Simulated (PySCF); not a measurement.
## What builds the first ionisation energy along the third row

Calculated with PySCF 2.14 from differences of total energies of unrestricted determinants, without spin-orbit coupling. Each column adds one step, in eV (sums use unrounded values): valence MP2, valence CCSD, valence triples, then the next inner shell at CCSD(T) (Mg 2s 2p, Al 2s 2p, P 2s 2p, S 2s 2p, Cl 2s 2p, Ar 2s 2p). References (NIST) marked * lie between the lowest fine-structure levels; the others compare directly ((s) semi-empirical, (t) theoretical).

```
                                                     element     UHF  + MP2  + CCSD  + (T)  + inner shell     sum  reference
        Mg [Ne] 3s2 → [Ne] 3s1 (ANO-RCC-VTZP, spin-free X2C)   6.621  0.568   0.333  0.000          0.046   7.568      7.646
    Al [Ne] 3s2 3p1 → [Ne] 3s2 (ANO-RCC-VTZP, spin-free X2C)   5.590  0.221   0.091  0.028         -0.018   5.914      5.977
 P [Ne] 3s2 3p3 → [Ne] 3s2 3p2 (ANO-RCC-VTZP, spin-free X2C)   9.898  0.576  -0.064  0.045         -0.006  10.450     10.526
 S [Ne] 3s2 3p4 → [Ne] 3s2 3p3 (ANO-RCC-VTZP, spin-free X2C)   9.220  0.736   0.117  0.037          0.001  10.111     10.336
Cl [Ne] 3s2 3p5 → [Ne] 3s2 3p4 (ANO-RCC-VTZP, spin-free X2C)  11.748  0.965  -0.033  0.044          0.000  12.724     12.974
        Ar [Ar] → [Ne] 3s2 3p5 (ANO-RCC-VTZP, spin-free X2C)  14.543  1.151  -0.184  0.048         -0.003  15.555     15.819
```

What remains against the references is mostly basis incompleteness.

These are valence bases, so the inner-shell step is incomplete.
